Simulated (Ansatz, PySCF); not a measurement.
Species: C2H5O (charge 0, doublet). It need not be the lowest isomer of its formula. 
Coordinates optimised at B3LYP-D3(BJ)/def2-TZVP (Ansatz, a first-principles code):
```xyz
8

C      1.1500    -0.5481     0.0778
C      0.1001     0.4855     0.1538
O     -1.1512    -0.0848    -0.2195
H     -1.8025     0.6203    -0.2893
H      0.0546     0.9063     1.1703
H      0.3469     1.3296    -0.5164
H      2.1102    -0.3827     0.5442
H      0.9997    -1.4196    -0.5423
```
Charge 0, spin multiplicity 2.

Dipole moments at this geometry, in debye (magnitudes).

| level | program | dipole (D) |
|---|---|---|
| HF/def2-TZVPD | PySCF | 1.82 |
| SVWN5/def2-TZVPD | Ansatz | 1.82 |
| PBE/def2-TZVPD | Ansatz | 1.71 |
| BP86/def2-TZVPD | PySCF | 1.71 |
| M06-L/def2-TZVPD | PySCF | 1.62 |
| r2SCAN/def2-TZVPD | Ansatz | 1.71 |
| B3LYP/def2-TZVPD | Ansatz | 1.76 |
| TPSSh/def2-TZVPD | PySCF | 1.71 |
| r2SCANh/def2-TZVPD | Ansatz | 1.72 |
| r2SCAN0/def2-TZVPD | Ansatz | 1.74 |
| M06-2X/def2-TZVPD | PySCF | 1.77 |
| wB97M-V/def2-TZVPD | Ansatz | 1.77 |
| wB97X-V/def2-TZVPD | Ansatz | 1.79 |
| CCSD(T)/aug-cc-pVDZ | Ansatz | 1.74 |
